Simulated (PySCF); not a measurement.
# A small calculation by hand: chemical shift, span and skew from a shielding tensor

methanidylidynesulfanium (CS), SMILES [C-]#[S+]. Atoms are numbered in the order given.

```xyz
2

C      0.0000     0.0000    -1.1142
S      0.0000     0.0000     0.4178
```
Charge 0, spin multiplicity 1.

Geometry: B3LYP-D3(BJ)/def2-TZVPD.

GIAO shieldings from KT2/pcSseg-2 in PySCF, non-relativistic, no solvent. The symmetric part of the tensor of C1 has the principal values -481.8, -481.8, 275.4 ppm. The same nucleus in TMS has σ = 184.2 ppm at this level (PySCF, at its B3LYP-D3(BJ)/def2-TZVP geometry).

Task: Work out the isotropic shielding, the ¹³C shift against TMS, the span and the skew.

Result: 
σ(iso) = (σ11 + σ22 + σ33)/3 = -229.4 ppm. δ = σ(ref) − σ(iso) = 184.2 − (-229.4) = 413.6 ppm.
Span Ω = σ33 − σ11 = 757.2 ppm. Skew κ = 3(σ(iso) − σ22)/Ω = 1.00, an axial tensor. Tumbling in solution averages the tensor to δ; in a static solid the shielding alone would spread this spin-1/2 line over Ω.
